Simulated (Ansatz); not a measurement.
Reaction (hydrogenolysis of a C–C bond): `CCC(F)CF` + H₂ → `FCCF` + `CC`

Calculated with Ansatz (gas phase, PBE0-D4/def2-TZVP geometries, no zero-point term in ΔE). CCSD(T)/CBS is the MP2 limit (def2-TZVPP, def2-QZVPP) plus CCSD(T) − MP2 in def2-TZVPP, frozen cores. This one scheme is used for every species. DFT in def2-TZVPP. One conformer a species, not always the lowest.

`CCC(F)CF`:

Z-matrix (Å, degrees):
```
C
C 1 1.518
H 1 1.093 2 111.1
H 1 1.091 2 110.9 3 119.9
H 1 1.091 2 110.9 3 -119.9
C 2 1.513 1 112.7 3 -60.8
H 2 1.095 1 110.2 3 60.0
H 2 1.096 1 110.2 3 177.7
C 6 1.504 2 112.3 1 -178.5
F 6 1.389 2 109.3 1 -58.1
H 6 1.097 2 110.8 1 59.0
F 9 1.378 6 110.8 2 -171.3
H 9 1.095 6 110.0 2 -51.7
H 9 1.094 6 110.1 2 69.1
```

H₂:

Cartesian coordinates in Å:
```
H 0.221 -0.292 -0.071
H -0.221 0.292 0.071
```

`FCCF`:

Cartesian coordinates in Å:
```
F 1.271 0.657 -1.020
C 0.707 0.202 0.152
C -0.730 -0.167 -0.055
F -0.838 -1.318 -0.805
H 1.280 -0.665 0.493
H 0.774 1.000 0.899
H -1.204 -0.343 0.916
H -1.260 0.634 -0.579
```

`CC`:

Cartesian coordinates in Å:
```
C 0.714 -0.150 0.211
C -0.714 0.150 -0.211
H 1.074 -1.080 -0.235
H 1.396 0.647 -0.094
H 0.795 -0.253 1.296
H -1.074 1.080 0.235
H -1.396 -0.647 0.094
H -0.795 0.253 -1.296
```

Is it downhill or uphill in electronic energy at CCSD(T)/CBS, and by how much? (An estimate is asked.)

Computed: Downhill: ΔE = -9.5 kcal/mol.

What do these levels give: revPBE-D4, B97M-V, ωB97X-V, r2SCAN, CAM-B3LYP, CCSD(T)/def2-TZVPP? (Best estimate.)

Ansatz gave: revPBE-D4 -9.1, B97M-V -11.1, ωB97X-V -10.0, r2SCAN -10.2, CAM-B3LYP -12.5, CCSD(T)/def2-TZVPP -9.8 kcal/mol.

Largest T1 diagnostic among the species: 0.011.

In def2-TZVPP, CCSD(T) changes the Hartree–Fock value by +6.1 kcal/mol (the triples alone add +1.2 kcal/mol) and MP2 by +6.8 kcal/mol. Leaving LDA and LC-ωPBE aside and taking each functional with its dispersion term where it has one, the values, not all of them listed here, spread over 3.0 kcal/mol, from B2PLYP to revPBE-D4. LDA lies +4.1 kcal/mol from PBE without D4. The D4 term adds +2.6 kcal/mol with B3LYP and +1.5 kcal/mol with PBE0; it sums over pairs of atoms, weighted by their polarisabilities, and B3LYP, whose exchange is more repulsive, gets the larger term.

B3LYP here is the variant with VWN-RPA as its local correlation; programs differ in this.
